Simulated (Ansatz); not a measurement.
Basis-set series for H₂S₂Si, SMILES `S[Si]S`. Charge 0, multiplicity 1. The structure was optimised at the PBE0-D4/def2-TZVP level. It is one conformer, not always the lowest.

| functional | basis | functions | energy (Eh) | HOMO (eV) | LUMO (eV) |
| --- | --- | --- | --- | --- | --- |
| PBE0-D4 | def2-SVP | 64 | -1086.37144 | -7.06 | -2.10 |
| PBE0-D4 | def2-QZVPP | 270 | -1086.78551 | -7.13 | -2.23 |
| ωB97M-V | def2-SVP | 64 | -1086.70582 | -9.04 | -0.07 |
| ωB97M-V | def2-QZVPP | 270 | -1087.11684 | -9.16 | -0.32 |

(1) Give the rows for def2-TZVPP. (Estimate.)

Answers

(1) Ansatz gave: 
```csv
functional,basis,functions,energy (Eh),HOMO (eV),LUMO (eV)
PBE0-D4,def2-TZVPP,154,-1086.75177,-7.10,-2.18
ωB97M-V,def2-TZVPP,154,-1087.08461,-9.12,-0.23
```
